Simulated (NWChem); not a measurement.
System: CH₃O anion

NWChem input:

```
start job
memory heap 200 mb stack 900 mb global 1100 mb
charge -1
geometry units angstroms noautoz
  C      0.000000     0.000000    -0.531977
  O      0.000000     0.000000     0.804146
  H      0.728450     0.728450    -1.028993
  H      0.266631    -0.995081    -1.028993
  H     -0.995081     0.266631    -1.028993
end
basis spherical
  * library def2-qzvp
end
dft
  xc xpbe96 cpbe96
  iterations 150
  semidirect filesize 400000000
  mulliken
end
task dft energy
```

Excerpt of the output:

```
             Northwest Computational Chemistry Package (NWChem) 7.3.0
             --------------------------------------------------------

 C3V symmetry detected

                             Geometry "geometry" -> ""
                             -------------------------

 Output coordinates in angstroms (scale by  1.889725989 to convert to a.u.)

  No.       Tag          Charge          X              Y              Z
 ---- ---------------- ---------- -------------- -------------- --------------
    1 C                    6.0000     0.00000000     0.00000000    -0.54105506
    2 O                    8.0000     0.00000000     0.00000000     0.79506794
    3 H                    1.0000     0.72844988     0.72844988    -1.03807106
    4 H                    1.0000     0.26663116    -0.99508104    -1.03807106
    5 H                    1.0000    -0.99508104     0.26663116    -1.03807106

 Effective nuclear repulsion energy (a.u.)      34.2676543436

      Symmetry information
      --------------------

 Group name             C3v
 Group number             17
 Group order               6
 No. of unique centers     3

  pbe96 is a nonlocal functional; adding pw91lda local functional.

                                 NWChem DFT Module
                                 -----------------

 Summary of "ao basis" -> "ao basis" (spherical)
 ------------------------------------------------------------------------------
       Tag                 Description            Shells   Functions and Types
 ---------------- ------------------------------  ------  ---------------------
 C                         def2-qzvp                17       57   7s4p3d2f1g
 O                         def2-qzvp                17       57   7s4p3d2f1g
 H                         def2-qzvp                10       30   4s3p2d1f

      Symmetry analysis of basis
      --------------------------

        a1         60
        a2         16
        e         128

  Rotation of axis

            General Information
            -------------------
          SCF calculation type: DFT
          Wavefunction type:  closed shell.
          No. of atoms     :     5
          No. of electrons :    18
           Alpha electrons :     9
            Beta electrons :     9
          Charge           :    -1
          Spin multiplicity:     1
          Use of symmetry is: on ; symmetry adaption is: on
          Maximum number of iterations: 150
          AO basis - number of functions:   204
                     number of shells:    64
          Convergence on energy requested:  1.00D-06
          Convergence on density requested:  1.00D-05
          Convergence on gradient requested:  5.00D-04

              XC Information
              --------------
          PerdewBurkeErnzerhof Exchange Functional  1.000
            Perdew 1991 LDA Correlation Functional  1.000 local
           PerdewBurkeErnz. Correlation Functional  1.000 non-local

             Grid Information
             ----------------
          Grid used for XC integration:  medium
          Radial quadrature: Mura-Knowles
          Angular quadrature: Lebedev.
          Tag              B.-S. Rad. Rad. Pts. Rad. Cut. Ang. Pts.
          ---              ---------- --------- --------- ---------
          C                   0.70       49           7.0       434
          O                   0.60       49           8.0       434
          H                   0.35       45           8.0       434
          Grid pruning is: on
          Number of quadrature shells:   143
          Spatial weights used:  Erf1

      Superposition of Atomic Density Guess
      -------------------------------------

 Sum of atomic energies:        -113.95919903

 Renormalizing density from      17.00 to     18

      Non-variational initial energy
      ------------------------------

 Total energy =    -118.670766
 1-e energy   =    -235.749618
 2-e energy   =      82.811198
 HOMO         =       0.106427
 LUMO         =       0.290465

      Symmetry analysis of molecular orbitals - initial
      -------------------------------------------------

  Numbering of irreducible representations:

     1 a1          2 a2          3 e

  Orbital symmetries:

     1 a1          2 a1          3 a1          4 a1          5 e
     6 e           7 a1          8 e           9 e          10 a1
    11 e          12 e          13 a1         14 e          15 e
    16 a1         17 e          18 e          19 a1

------------------------------------------------------------
EAF file 0: "./job.aoints.0" size=396361728 bytes
------------------------------------------------------------
               write      read    awrite     aread      wait
               -----      ----    ------     -----      ----
     calls:      756         0         0         0         0
   data(b): 3.96e+08  0.00e+00  0.00e+00  0.00e+00
   time(s): 0.00e+00  0.00e+00  0.00e+00  0.00e+00  0.00e+00
rate(mb/s): 0.00e+00  0.00e+00
------------------------------------------------------------

     ---------------------------------------------
      Total Density - Mulliken Population Analysis
     ---------------------------------------------

    Atom       Charge   Shell Charges
 -----------   ------   -------------------------------------------------------
    1 C    6     5.92   1.02  0.00  0.70  0.24  0.31  0.71  0.22  0.49  0.93  0.80  0.18  0.00  0.07  0.22  0.00  0.01  0.00
    2 O    8     8.96   1.07  0.00  0.68  0.22  0.42  0.98  0.41  1.06  1.56  1.60  0.95  0.00  0.00  0.01  0.00  0.00  0.00
    3 H    1     1.04   0.12  0.34  0.24  0.28  0.00  0.01  0.05  0.00  0.00  0.00
    4 H    1     1.04   0.12  0.34  0.24  0.28  0.00  0.01  0.05  0.00  0.00  0.00
    5 H    1     1.04   0.12  0.34  0.24  0.28  0.00  0.01  0.05  0.00  0.00  0.00

   convergence    iter        energy       DeltaE   RMS-Dens  Diis-err
 ---------------- ----- ----------------- --------- --------- ---------
 d= 0,ls=0.0,diis     1   -114.8553579030 -1.49D+02  1.01D-02  2.84D+00
 d= 0,ls=0.0,diis     2   -114.6296827374  2.26D-01  2.47D-02  3.63D+00
 d= 0,ls=0.0,diis     3   -114.9491084956 -3.19D-01  1.98D-02  6.24D-01
 d= 0,ls=0.0,diis     4   -114.9899619876 -4.09D-02  2.82D-03  3.70D-01
 d= 0,ls=0.0,diis     5   -115.0234722727 -3.35D-02  1.69D-03  6.10D-03
  Resetting Diis
 d= 0,ls=0.0,diis     6   -115.0244839114 -1.01D-03  1.49D-04  2.09D-04
 d= 0,ls=0.0,diis     7   -115.0245115635 -2.77D-05  1.26D-04  8.04D-06
 d= 0,ls=0.0,diis     8   -115.0245065648  5.00D-06  8.75D-05  5.96D-05
 d= 0,ls=0.0,diis     9   -115.0245123745 -5.81D-06  2.13D-06  2.58D-07
 d= 0,ls=0.0,diis    10   -115.0245123915 -1.71D-08  7.84D-07  4.95D-08

         Total DFT energy =     -115.024512391510
      One electron energy =     -229.386329433495
           Coulomb energy =       95.256239537841
    Exchange-Corr. energy =      -15.162076839469
 Nuclear repulsion energy =       34.267654343614

 Numeric. integr. density =       17.999999526922

                  Occupations of the irreducible representations
                  ----------------------------------------------

                     irrep           alpha         beta
                     --------     --------     --------
                     a1                5.0          5.0
                     a2                0.0          0.0
                     e                 4.0          4.0

                       DFT Final Molecular Orbital Analysis
                       ------------------------------------

 Vector    7  Occ=2.000000D+00  E=-7.293058D-02  Symmetry=a1
              MO Center=  1.4D-14,  1.6D-14,  6.0D-01, r^2= 1.2D+00
   Bfn.  Coefficient  Atom+Function         Bfn.  Coefficient  Atom+Function
  ----- ------------  ---------------      ----- ------------  ---------------
    67      0.273835  2 O  pz                70      0.248598  2 O  pz
    73      0.244170  2 O  pz                63      0.196094  2 O  s
    76      0.191466  2 O  pz                10     -0.186366  1 C  pz
    13     -0.167434  1 C  pz                62      0.114660  2 O  s
     5     -0.084275  1 C  s                  7      0.067728  1 C  s

 Vector    8  Occ=2.000000D+00  E= 8.180196D-02  Symmetry=e
              MO Center=  3.5D-02,  8.6D-02,  3.9D-01, r^2= 1.7D+00
   Bfn.  Coefficient  Atom+Function         Bfn.  Coefficient  Atom+Function
  ----- ------------  ---------------      ----- ------------  ---------------
   118      0.497318  3 H  s                178     -0.335812  5 H  s
    65     -0.266042  2 O  px                68     -0.246376  2 O  px
    71     -0.231345  2 O  px                74     -0.224127  2 O  px
    14      0.210972  1 C  px                66     -0.176492  2 O  py
    17     -0.169096  1 C  px                69     -0.163446  2 O  py

 Vector    9  Occ=2.000000D+00  E= 8.180196D-02  Symmetry=e
              MO Center= -3.5D-02, -8.6D-02,  3.9D-01, r^2= 1.7D+00
   Bfn.  Coefficient  Atom+Function         Bfn.  Coefficient  Atom+Function
  ----- ------------  ---------------      ----- ------------  ---------------
   148      0.481007  4 H  s                178     -0.380372  5 H  s
    66      0.266042  2 O  py                69      0.246376  2 O  py
    72      0.231345  2 O  py                75      0.224127  2 O  py
    15     -0.210972  1 C  py                65     -0.176492  2 O  px
    18      0.169096  1 C  py                68     -0.163446  2 O  px

 Vector   10  Occ=0.000000D+00  E= 1.859428D-01  Symmetry=a1
              MO Center= -6.0D-13, -1.1D-12, -1.4D+00, r^2= 6.2D+00
   Bfn.  Coefficient  Atom+Function         Bfn.  Coefficient  Atom+Function
  ----- ------------  ---------------      ----- ------------  ---------------
     7      4.294232  1 C  s                118     -1.307250  3 H  s
   148     -1.307250  4 H  s                178     -1.307250  5 H  s
    64     -1.022554  2 O  s                  6      0.689619  1 C  s
   117     -0.428519  3 H  s                147     -0.428519  4 H  s
   177     -0.428519  5 H  s                 73      0.379402  2 O  pz

 Vector   11  Occ=0.000000D+00  E= 2.492638D-01  Symmetry=e
              MO Center= -3.7D-01, -8.0D-01, -1.3D+00, r^2= 6.0D+00
   Bfn.  Coefficient  Atom+Function         Bfn.  Coefficient  Atom+Function
  ----- ------------  ---------------      ----- ------------  ---------------
   148      3.287306  4 H  s                178     -2.681091  5 H  s
   147     -2.650395  4 H  s                177      2.161633  5 H  s
    15     -1.293839  1 C  py                18      1.090619  1 C  py
    14      0.906706  1 C  px                17     -0.764292  1 C  px
   156     -0.612253  4 H  py               118     -0.606215  3 H  s

 Vector   12  Occ=0.000000D+00  E= 2.492638D-01  Symmetry=e
              MO Center=  3.7D-01,  8.0D-01, -1.3D+00, r^2= 6.0D+00
   Bfn.  Coefficient  Atom+Function         Bfn.  Coefficient  Atom+Function
  ----- ------------  ---------------      ----- ------------  ---------------
   118      3.445856  3 H  s                117     -2.778225  3 H  s
   178     -2.247925  5 H  s                177      1.812393  5 H  s
    14      1.293839  1 C  px               148     -1.197930  4 H  s
    17     -1.090619  1 C  px               147      0.965833  4 H  s
    15      0.906706  1 C  py                18     -0.764292  1 C  py

------------------------------------------------------------
EAF file 0: "./job.aoints.0" size=456130560 bytes
------------------------------------------------------------
               write      read    awrite     aread      wait
               -----      ----    ------     -----      ----
     calls:      870         9         0      7821      7821
   data(b): 4.56e+08  4.72e+06  0.00e+00  4.10e+09
   time(s): 0.00e+00  0.00e+00  0.00e+00  0.00e+00  0.00e+00
rate(mb/s): 0.00e+00  0.00e+00
------------------------------------------------------------

     ---------------------------------------------
      Total Density - Mulliken Population Analysis
     ---------------------------------------------

    Atom       Charge   Shell Charges
 -----------   ------   -------------------------------------------------------
    1 C    6     6.14   1.04 -0.01  0.68  0.26  0.37  0.74  0.16  0.79  1.07  0.57  0.16  0.01  0.07  0.22  0.00  0.01  0.00
    2 O    8     8.80   1.08 -0.01  0.67  0.23  0.47  0.94  0.40  1.26  1.53  1.43  0.76  0.00  0.01  0.02  0.00  0.00  0.00
    3 H    1     1.02   0.13  0.38  0.24  0.21  0.00  0.01  0.05  0.00  0.00  0.00
    4 H    1     1.02   0.13  0.38  0.24  0.21  0.00  0.01  0.05  0.00  0.00  0.00
    5 H    1     1.02   0.13  0.38  0.24  0.21  0.00  0.01  0.05  0.00  0.00  0.00

     -------------------------------------------
      Total Density - Lowdin Population Analysis
     -------------------------------------------

    Atom       Charge   Shell Charges
 -----------   ------   -------------------------------------------------------
    1 C    6     6.41   0.59  0.51  0.55  0.32  0.20  0.27  0.19  0.63  0.95  0.84  0.38  0.01  0.17  0.62  0.01  0.17  0.02
    2 O    8     8.13   0.62  0.53  0.54  0.32  0.41  0.57  0.37  1.14  1.52  1.28  0.73  0.00  0.01  0.09  0.00  0.02  0.00
    3 H    1     1.15   0.13  0.31  0.29  0.16  0.00  0.03  0.16  0.00  0.06  0.01
    4 H    1     1.15   0.13  0.31  0.29  0.16  0.00  0.03  0.16  0.00  0.06  0.01
    5 H    1     1.15   0.13  0.31  0.29  0.16  0.00  0.03  0.16  0.00  0.06  0.01

     Multipole analysis of the density
     ---------------------------------

     L   x y z        total         alpha         beta         nuclear
     -   - - -        -----         -----         ----         -------
     0   0 0 0     -1.000000     -9.000000     -9.000000     17.000000

     1   1 0 0     -0.000000     -0.000000     -0.000000     -0.000000
     1   0 1 0     -0.000000     -0.000000     -0.000000     -0.000000
     1   0 0 1     -0.648524     -0.324262     -0.324262      0.000000

     2   2 0 0    -13.282842     -9.483841     -9.483841      5.684840
     2   1 1 0     -0.000000     -0.000000     -0.000000      0.000000
     2   1 0 1      0.000000      0.000000      0.000000      0.000000
     2   0 2 0    -13.282842     -9.483841     -9.483841      5.684840
     2   0 1 1      0.000000      0.000000      0.000000      0.000000
     2   0 0 2    -16.556409    -26.216165    -26.216165     35.875920
```

Level: PBE/def2-QZVP. Sets without diffuse functions describe the anion's extra electron poorly. All runs use the structure optimised with B3LYP/def2-SVPD. The highest occupied level is positive, so the extra electron may be held by the finite basis.
